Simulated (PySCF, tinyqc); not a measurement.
Ways to converge the cycle: SCF convergence aids in the sto-3g basis, for H2O, spin multiplicity 1. Computed by the program tinyqc with PySCF. Command: `OMP_NUM_THREADS=1 python tinyqc.py 112851 112852 out.jsonl`; one thread of a shared host (Intel(R) Xeon(R) Processor @ 2.60GHz), about 0.6 s.

Geometry (angstrom):
```
atom,x,y,z
O,0.0000,0.0000,0.0000
H,0.0000,0.9920,0.8140
H,0.0000,-0.9920,0.8140
```

lowest restricted solution found by these runs and by PySCF = -74.848358 hartree

RHF with one setting changed at a time; a run stops when the energy changes by less than 1e-09 hartree and the error matrix is below 1e-5. The start is the core Hamiltonian. Damping d keeps d of the old density; a shift (hartree) raises the virtual levels; DIIS n extrapolates F over n matrices.

Largest element of the error matrix X^T (FDS - SDF) X:
```
iteration,plain,damping 0.3,damping 0.6,shift 0.4,DIIS 3,DIIS 8
1,4.1e-01,4.1e-01,4.1e-01,4.1e-01,4.1e-01,4.1e-01
2,4.6e-01,1.3e-01,2.1e-01,1.2e-01,4.6e-01,4.6e-01
3,2.3e-01,7.5e-02,1.4e-01,2.1e-02,8.0e-02,8.0e-02
4,8.3e-02,4.2e-02,9.9e-02,8.6e-03,1.3e-02,1.3e-02
5,3.8e-02,2.4e-02,6.8e-02,3.8e-03,6.6e-03,5.0e-03
6,1.4e-02,1.3e-02,4.8e-02,1.8e-03,7.8e-04,8.3e-04
8,2.5e-03,4.3e-03,2.3e-02,4.8e-04,9.1e-06,2.1e-07
10,5.4e-04,1.8e-03,1.3e-02,2.1e-04,-,-
14,3.9e-05,4.2e-04,4.6e-03,5.3e-05,-,-
20,-,4.6e-05,9.8e-04,-,-,-
30,-,-,1.5e-04,-,-,-
45,-,-,8.0e-06,-,-,-
```

How each run ends:
```
run,iterations,E (hartree),state
plain,17,-74.848358,lowest found
damping 0.3,25,-74.848358,lowest found
damping 0.6,45,-74.848358,lowest found
shift 0.4,19,-74.848358,lowest found
DIIS 3,9,-74.848358,lowest found
DIIS 8,9,-74.848358,lowest found
```

6 of 6 runs reach the lowest restricted solution found, in 9 to 45 iterations (fastest: DIIS 3, DIIS 8). Plain steps already contract here, so damping only slows them. DIIS 3 and DIIS 8 gain by cancelling the error over several earlier matrices, much as a quasi-Newton step does. The restricted reference is unstable here: a spin-polarised solution lies 0.0007 hartree lower (PySCF), so results built on it describe a poor reference.
